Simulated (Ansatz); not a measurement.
`CN=C=CCl` + H₂ → `C=C=NC` + HCl at 700 K and 1 bar (hydrogenolysis of a C–Cl bond).

Gas-phase electronic energies from Ansatz, PBE0-D4/def2-TZVP geometries. CCSD(T)/CBS is the MP2 limit (def2-TZVPP, def2-QZVPP) plus CCSD(T) − MP2 in def2-TZVPP, frozen cores. This one scheme is used for every species.

```tsv
species	CCSD(T)/CBS energy (Eh)	H − E (kJ/mol)	S (J/(mol·K))
`CN=C=CCl`	-630.96984	233.0	417.7
H₂	-1.17544	46.8	155.3
`C=C=NC`	-171.80321	247.9	374.2
HCl	-460.38127	38.4	211.8
```

H − E and S are ideal-gas, rigid-rotor, harmonic terms from PBE0-D4/def2-TZVP, for one conformer and one mirror image of each species. The MP2-based limit puts H₂ 0.8 mEh under its directly extrapolated value; such offsets cancel only in part. 1 Eh = 2625.50 kJ/mol, R = 8.31446 J/(mol·K).

Problem. By hand: ΔE, ΔH, ΔS and ΔG.

Solution. ΔE = (-171.80321) + (-460.38127) − (-630.96984) − (-1.17544) = -0.03920 Eh = -102.9 kJ/mol. Δ(H − E) = 247.9 + 38.4 − 233.0 − 46.8 = 6.5, so ΔH = -96.4 kJ/mol. ΔS = 374.2 + 211.8 − 417.7 − 155.3 = 13.0 J/(mol·K). ΔG = -96.4 − 700 × (13.0)/1000 = -105.5 kJ/mol.

Problem. By hand: the equilibrium constant, and the temperature at which ΔG would vanish if ΔH and ΔS stayed fixed.

Solution. log₁₀ K = −ΔG/(RT ln 10) = 7.9. ΔH and −TΔS have one sign here, so there is no such temperature.

The number of gas molecules stays the same, so ΔS is small and ΔH decides. A doubt of 5 kJ/mol in ΔE shifts log₁₀ K by 0.4 here. Other conformers and mirror images would add mixing entropy, several J/(mol·K) or more a flexible species. These are equilibria of isolated gas molecules and say nothing of rates. Largest T1 diagnostic: 0.014 (customary marks: 0.02 for closed shells, 0.045 for open ones).
